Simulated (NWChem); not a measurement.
# ethane (C2H6)

```xyz
8

C      0.0446    -0.7626     0.0000
C     -0.0446     0.7626     0.0000
H      0.5801    -1.1369     0.8880
H      0.5801    -1.1369    -0.8880
H     -0.9553    -1.2267     0.0000
H     -0.5801     1.1369     0.8880
H     -0.5801     1.1369    -0.8880
H      0.9553     1.2267     0.0000
```
Charge 0, spin multiplicity 1.

Everything below was run with NWChem. All single points use one geometry, from B3LYP/def2-SVP, a minimum by its harmonic frequencies.

Symmetry labels belong to the abelian group C2h used in the runs, with the axes of the coordinates shown; states degenerate in a higher group split over its labels.

B3LYP has NWChem's definition, with VWN1-RPA local correlation.

Q: List the lowest 3 singlet excitations that TD-B3LYP/def2-SVPD, VWN1-RPA local correlation gives, with oscillator strengths.

A: 
| state | symmetry | energy (eV) | wavelength (nm) | f |
|---|---|---|---|---|
| 1 | bg | 8.88 | 140 | 0.000 |
| 2 | ag | 8.88 | 140 | 0.000 |
| 3 | ag | 9.75 | 127 | 0.000 |
